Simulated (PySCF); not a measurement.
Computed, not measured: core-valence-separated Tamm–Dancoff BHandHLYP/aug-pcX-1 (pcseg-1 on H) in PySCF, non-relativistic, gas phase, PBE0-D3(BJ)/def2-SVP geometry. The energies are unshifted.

Main lines of an unknown, eV (oscillator strength): C K: 285.3 (0.020), 285.5 (0.015), 286.0 (0.054), 286.0 (0.032), 286.0 (0.047). Listed: the first five lines at most of each edge with a tenth or more of its strongest line's intensity; roots within 0.03 eV on the same or equivalent atoms are summed. Only the lowest roots were sought, and the top ones are left out.

Task: Which candidate gives them?
A. `CCC` (C3H8)
B. `C/C=C\C` (C4H8)

Result: A. 

- `CCC`: C K: 285.3 (0.020), 285.5 (0.015), 286.0 (0.054), 286.0 (0.032), 286.0 (0.047). First C line listed at 285.3 eV, hole on the methyl carbon.
- `C/C=C\C`: C K: 282.9 (0.124), 285.5 (0.014), 285.7 (0.035), 285.9 (0.015), 286.1 (0.047). First C line listed at 282.9 eV, hole on the alkene CH carbon.

One conformer each; other structures than these candidates weren't tested.
